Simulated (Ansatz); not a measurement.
Molecular dynamics of C3H8OS

Input:

```yaml
crystal:
  periodic: [false, false, false]
  atoms:
    - { symbol: O, position_ang: [-1.525066, 1.52459, 1.385158] }
    - { symbol: C, position_ang: [-1.099352, 0.217108, 0.856249] }
    - { symbol: C, position_ang: [0.107935, 0.345486, -0.101358] }
    - { symbol: C, position_ang: [0.616122, -1.026948, -0.573939] }
    - { symbol: S, position_ang: [2.059135, -0.903585, -1.85348] }
    - { symbol: H, position_ang: [-1.841789, 2.082189, 0.627956] }
    - { symbol: H, position_ang: [-0.828965, -0.363679, 1.75137] }
    - { symbol: H, position_ang: [-1.938395, -0.304425, 0.351396] }
    - { symbol: H, position_ang: [-0.178399, 0.951842, -0.98081] }
    - { symbol: H, position_ang: [0.911226, 0.892729, 0.422972] }
    - { symbol: H, position_ang: [0.963087, -1.649443, 0.264774] }
    - { symbol: H, position_ang: [-0.159209, -1.5838, -1.122914] }
    - { symbol: H, position_ang: [2.934069, -0.216865, -1.012475] }
magnetization:
  spin_polarized: true
basis:
  gaussian: { orbitals: "6-31G" }
hamiltonian:
  xc: blyp
  dispersion: d4
md:
  timestep: 0.5
  n_steps: 135
  ensemble: nvt_nose_hoover
  temperature: 1500.0
  initial_velocities: maxwell_boltzmann
  seed: 521618
  nose_hoover: { tau: 300.0, chain_length: 3 }
```

Run as:

```bash
$ ansatz run input.yaml --threads 1 --pin off --max-ram 2048MiB --backend cpu --events-out ev --progress --plain --runs-dir out
```

It starts from a relaxed structure.

Output, in part (step lines, the closing report, with atoms numbered from 0):

```
md step     0: t =     0.00 fs  T =  1500.0 K  F+E_penalty+E_count = -16118.85527379 eV  E_kin = 2.132790 eV  conserved = -16116.72248381 eV  (27 SCF iters)
[... lines left out ...]
Total energy: -16117.80148196 eV, -592.3182794239 hartree
Atom 0 at    -1.697040     1.515066     1.198903 Å, force    -0.569314    -1.813833     1.246837 eV/Å
Atom 1 at    -1.210389     0.264823     0.495391 Å, force     2.162200    -0.607541    -0.372708 eV/Å
Atom 2 at     0.404909     0.354847     0.235979 Å, force    -1.404821    -1.521639    -0.629626 eV/Å
Atom 3 at     1.231333    -0.954206    -0.214805 Å, force    -0.889841     0.502729     3.114313 eV/Å
Atom 4 at     1.831466    -0.867724    -1.923546 Å, force     0.857223     0.495894    -1.636712 eV/Å
Atom 5 at    -2.106067     1.163816     2.113887 Å, force     0.866444     0.914924    -1.969959 eV/Å
Atom 6 at    -1.387556    -0.660165     1.081771 Å, force    -0.117318     0.285717     0.164451 eV/Å
Atom 7 at    -1.624006     0.091785    -0.495606 Å, force    -0.924366     0.498006    -0.265777 eV/Å
Atom 8 at     0.639917     1.040282    -0.564260 Å, force    -0.245243     1.060185    -0.099003 eV/Å
Atom 9 at     0.730987     0.689287     1.179665 Å, force     1.129958     0.730616     1.365253 eV/Å
Atom 10 at     2.073554    -1.077880     0.516459 Å, force    -0.291064     0.151539    -0.556573 eV/Å
Atom 11 at     0.674547    -1.892076    -0.160139 Å, force    -0.479490    -0.056944     0.362402 eV/Å
Atom 12 at     1.284747    -2.082789    -2.183808 Å, force    -0.094368    -0.639652    -0.722898 eV/Å
Dipole moment:    -0.220919    -0.577521     0.416758 e Å
```

The steps, from the saved trajectory:

```csv
time (fs),T (K),potential energy less start (eV),conserved less start (meV/atom)
0.0,1500,0.000,0.00
2.0,1207,0.423,0.49
4.0,949,0.789,0.37
6.0,780,1.030,0.43
8.0,757,1.063,0.51
10.0,1013,0.695,0.20
12.0,1074,0.611,0.36
14.0,969,0.760,0.29
16.0,797,1.007,0.50
18.0,847,0.935,0.37
20.0,919,0.832,0.31
22.0,1021,0.689,0.42
24.0,1140,0.516,0.08
26.0,805,0.999,0.55
28.0,747,1.080,0.45
30.0,810,0.988,0.14
32.0,676,1.186,0.66
34.0,911,0.844,0.09
36.0,801,1.005,0.42
38.0,731,1.106,0.46
40.0,808,0.995,0.28
42.0,811,0.993,0.40
44.0,847,0.942,0.34
46.0,803,1.006,0.33
48.0,752,1.081,0.47
50.0,844,0.949,0.31
52.0,922,0.841,0.37
54.0,930,0.829,0.28
56.0,835,0.967,0.42
58.0,834,0.969,0.31
60.0,728,1.121,0.37
62.0,725,1.128,0.47
64.0,869,0.921,0.22
66.0,790,1.037,0.44
```

The run went to its last step. The conserved energy stayed within 0.66 meV per atom of its start (net change 0.34 meV per atom), so the integration is sound. The mean temperature of the second half is 45 % below the set value. A run of 0.068 ps of so small a system gives no equilibrium averages. Limits of this set-up: no polarisation functions.

The same pairs are bonded in the first frame and the last. Pairs count as bonded within 1.25 times the sum of covalent radii (0.12 Å more for H–H).

Last frame:

```xyz
13
Properties=species:S:1:pos:R:3
O -1.697 1.515 1.199
C -1.210 0.265 0.495
C 0.405 0.355 0.236
C 1.231 -0.954 -0.215
S 1.831 -0.868 -1.923
H -2.106 1.164 2.114
H -1.388 -0.660 1.082
H -1.624 0.092 -0.496
H 0.640 1.040 -0.564
H 0.731 0.689 1.180
H 2.074 -1.078 0.516
H 0.674 -1.892 -0.160
H 1.285 -2.083 -2.184
```

The run took 9.6 min on 1 thread of Intel(R) Xeon(R) Platinum 8375C CPU @ 2.90GHz (Ice Lake), on a shared host, peak memory 0.16 GiB.
